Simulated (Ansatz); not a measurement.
# SiCCl (quartet): from Hartree-Fock to the top rungs at a displaced geometry (v2), cc-pVDZ

Aim: climb from Hartree-Fock through coupled cluster and multireference methods for SiCCl (quartet) at one geometry and basis, and see what each rung misses.

The runs use Ansatz 0.2.0, Gaussian basis; cc-pVDZ, core rule «outside noble gas», up to 11 orbitals frozen.

To be run: UHF; CCSD(T) on ROHF; CCSD(T) on UHF; BCCD(T) on ROHF; CISD; CCSDT(Q) on ROHF; CCSDT(Q) on UHF; CASSCF and NEVPT2, 13 electrons in 11 orbitals.

20 further runs of the same task are left out: 4 that didn't finish, 16 set aside as unsound or not needed.

**1. The geometry**

The geometry is a PBE0/def2-TZVP stationary point (not a proven minimum) with its atoms shifted at random (size 0.100 Å).

3 atoms, charge 0, spin multiplicity 4.

Atoms are counted from 1 here; the program's logs count them from 0.

Bond lengths: C1–Si2 1.865 Å, Si2–Cl3 2.097 Å. Angles: C1–Si2–Cl3 102.3°.

Geometry (Å):

```
C     0.1027   -0.8886    1.8130
Si   -0.0622    0.6238    0.7343
Cl    0.0145   -0.1931   -1.1959
```

**2. UHF**

File in.yaml:

```yaml
crystal:
  periodic: [false, false, false]
  atoms:
    - {symbol: C, position_ang: [0.102707, -0.888639, 1.813010]}
    - {symbol: Si, position_ang: [-0.062167, 0.623782, 0.734305]}
    - {symbol: Cl, position_ang: [0.014453, -0.193102, -1.195917]}
basis:
  gaussian: {orbitals: cc-pVDZ}
magnetization: {spin_polarized: true, initial_magnetization: 3}
hamiltonian: {xc: hf}
output: {orbitals: {seedname: orbitals}}
```

Launch:

```
ansatz run in.yaml --threads 1 --pin off --events-out ev --progress --plain --max-ram 2393MiB
```

After this run come: CCSD(T) on ROHF; CCSD(T) on UHF; BCCD(T) on ROHF; CISD; CCSDT(Q) on ROHF; CCSDT(Q) on UHF; CASSCF and NEVPT2, 13 electrons in 11 orbitals.

Before running them: what should the planned runs give, taken together? Wanted: UCCSDT(Q) below the RHF energy; RMP2 from UCCSDT(Q); UMP2 from UCCSDT(Q); RCCSD from UCCSDT(Q); RCCSD(T) from UCCSDT(Q); UCCSD(T) from UCCSDT(Q); RCCSDT(Q) from UCCSDT(Q); NEVPT2 valence from UCCSDT(Q); T1 diagnostic.

**Answer**, as computed:

| quantity | value |
| --- | --- |
| UCCSDT(Q) below the RHF energy | -8.8526 eV |
| RMP2 from UCCSDT(Q) | +150.2 kJ/mol |
| UMP2 from UCCSDT(Q) | +148.0 kJ/mol |
| RCCSD from UCCSDT(Q) | +35.3 kJ/mol |
| RCCSD(T) from UCCSDT(Q) | +8.2 kJ/mol |
| UCCSD(T) from UCCSDT(Q) | +8.1 kJ/mol |
| RCCSDT(Q) from UCCSDT(Q) | +0.3 kJ/mol |
| NEVPT2 valence from UCCSDT(Q) | +134.0 kJ/mol |
| levels within 1 kcal/mol (43 meV) | RCCSDT, UCCSDT, RCCSDT(Q) |
| T1 diagnostic | 0.043 |
| effectively unpaired electrons | 3.05 |

What this shows: RCCSD(T) misses by +8.2 kJ/mol, 1.0 % of the correlation energy. The occupations are near whole numbers, but T1 = 0.043 shows that the orbitals relax strongly. These misses are within one basis, not against nature; the frozen cores of restricted and unrestricted runs differ, which can shift their rows.
